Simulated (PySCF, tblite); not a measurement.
Potential energy curve for Cl₂, singlet.

Methods: GFN2-xTB, 300 K electronic temperature (tblite); UCCSD(T) = CCSD(T) on UHF/6-31G, 10 core orbitals frozen (PySCF 2.14.0).

Energies relative to the lowest point of each curve near equilibrium, in eV; the last columns give the difference from UCCSD(T):

| R / Å | GFN2-xTB | UCCSD(T) | GFN2-xTB − UCCSD(T) |
|---|---|---|---|
| 1.49 | 4.644 | 12.146 | -7.502 |
| 1.58 | 2.740 | 7.875 | -5.135 |
| 1.69 | 1.310 | 4.470 | -3.160 |
| 1.79 | 0.554 | 2.533 | -1.978 |
| 1.88 | 0.179 | 1.417 | -1.239 |
| 1.91 | 0.103 | 1.144 | -1.040 |
| 1.98 | 0.007 | 0.654 | -0.646 |
| 2.04 | 0.000 | 0.368 | -0.368 |
| 2.11 | 0.061 | 0.154 | -0.093 |
| 2.19 | 0.201 | 0.030 | 0.171 |
| 2.29 | 0.451 | 0.000 | 0.451 |
| 2.45 | 0.939 | 0.117 | 0.821 |
| 2.69 | 1.684 | 0.430 | 1.254 |
| 2.95 | 2.330 | 0.751 | 1.579 |
| 3.27 | 2.808 | 0.980 | 1.828 |
| 3.57 | 2.977 | — | — |
| 3.93 | 3.037 | — | — |
| 4.32 | 3.052 | — | — |
| 4.91 | 3.058 | — | — |
| 5.39 | 3.061 | — | — |
| 6.00 | 3.062 | — | — |
| 6.93 | 3.063 | — | — |
| 7.95 | 3.064 | — | — |

GFN2-xTB is furthest from UCCSD(T) at 1.49 (-7.502 eV, below); its mean absolute difference over the points is 1.818 eV.

A dash means that the run gave no value there, or that the column was ended at a point which the program doubted or which failed a test of continuity chosen for this set; such a test can also cut sound points.

The unrestricted determinant behind UCCSD(T) is spin-contaminated at 2.19 to 7.95 Å (<S²> up to 1.0, against 0.00 for a pure singlet).
